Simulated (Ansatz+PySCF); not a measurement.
**singlet C₄H₈: levels of theory in one basis**

```yaml
atoms:
  - { symbol: C, position_ang: [0.0209, 0.0062, -0.7137] }
  - { symbol: C, position_ang: [-0.0247, 0.0289, 0.6400] }
  - { symbol: C, position_ang: [-0.0029, 1.1801, -1.5065] }
  - { symbol: C, position_ang: [0.0360, -1.2361, 1.4942] }
  - { symbol: H, position_ang: [-0.0209, -0.9732, -1.1501] }
  - { symbol: H, position_ang: [0.0053, 0.9537, 1.1447] }
  - { symbol: H, position_ang: [0.0182, 2.1851, -0.9498] }
  - { symbol: H, position_ang: [0.9290, 1.2483, -2.2077] }
  - { symbol: H, position_ang: [-0.9126, 1.2807, -2.2160] }
  - { symbol: H, position_ang: [0.0024, -2.1623, 0.8772] }
  - { symbol: H, position_ang: [0.8624, -1.2060, 2.1889] }
  - { symbol: H, position_ang: [-0.9014, -1.2059, 2.1972] }
```

Basis set: def2-SVP (spherical functions). Frozen core: 4 orbitals. Charge 0, multiplicity 1.

Computed with Ansatz (development build ahead of 0.2.0); each method stands on the lowest determinant of its kind that the runs found. NEVPT2 correlates all electrons. Active spaces start from the frontier orbitals, and the lowest solution found is given.

| method | E − E(RHF) (eV) | <S²> of the determinant |
| --- | --- | --- |
| RHF | 0.00 | 0.00 |
| UHF | 0.00 | 0.05 |
| RHF-MP2 | -15.37 | – |
| UHF-MP2 | -15.29 | 0.05 |
| CASSCF(2,2) | -0.76 | – |

(1) What does SC-NEVPT2(2,2) give on the same scale?

(2) Is a single determinant a sound starting point here?

## Answers

(1) -15.76 eV. NEVPT2 here correlates all electrons, so it doesn't share the others' frozen core.

(2) By this sign, yes. Unrestricted orbitals gain 0.00 eV and <S²> is 0.05 against 0.00 for a pure state. The CASSCF(2,2) natural occupations are 1.91, 0.09.

Caution for UHF-MP2: another reference gives a lower total.
